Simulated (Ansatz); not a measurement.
# A geometry optimisation of BH5Si with PBE0-D3(BJ)/def2-SVP

The starting geometry of this gas-phase singlet was optimised with GFN2-xTB.

```xyz
7

B     1.0217    0.2268    1.2909
Si   -1.2497    0.5656   -0.7402
H     1.4500    1.3218    1.2353
H    -0.1706    0.3494    0.3425
H    -0.4507    1.5089   -1.5750
H     0.4186   -0.0727    2.2569
H     1.6176   -0.6250    0.7379
```

Where would you expect an optimisation with PBE0-D3(BJ)/def2-SVP to take it?

New bonds form, giving a structure with H4 bridging B1 and Si2, H7 bridging B1 and Si2, given below by its coordinates. Distances that change by over a tenth: B1–H7 (1.18 → 1.32 Å). Contacts that close: B1–Si2 (3.07 → 2.18 Å), B1–H4 (1.53 → 1.32 Å), Si2–H7 (3.44 → 1.69 Å).

The energy falls by 1.67 eV over 17 steps:

```tsv
step	E − E(last) (eV)
1	1.667
3	1.555
5	1.527
6	1.451
8	0.912
10	0.124
12	0.008
13	0.002
15	0.000
17	0.000
```

Final geometry (Å):

```xyz
7

B     0.6967    0.4355    1.1622
Si   -0.5283   -0.0354   -0.5729
H     1.4051    1.4074    1.2557
H    -0.5237    0.8316    0.8727
H    -0.0483    1.2242   -1.2916
H     0.6147   -0.3719    2.0553
H     1.0207   -0.2167    0.0668
```

Frequencies at the end are all real (lowest 246 cm⁻¹). Run with Ansatz 0.2.0, 27 s on 1 thread of Arm Neoverse N1 (shared host).
